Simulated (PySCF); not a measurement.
C₃H₇Cl, SMILES ClCCC.

Geometry: PBE0-D3(BJ)/def2-SVP. The values are those of a single conformer.

Computed with SMD-PBE0/def2-SVP in PySCF.

Solvation free energies are E(SMD) − E(gas) at the gas-phase geometry, for 1 M in both phases. In vacuum the dipole moment is 1.93 D.

Task: Rank water, dimethylsulfoxide, diethylether by solvation free energy, most negative first.

Result: diethylether (-4.2 kcal/mol), dimethylsulfoxide (-3.2 kcal/mol), water (-0.3 kcal/mol)
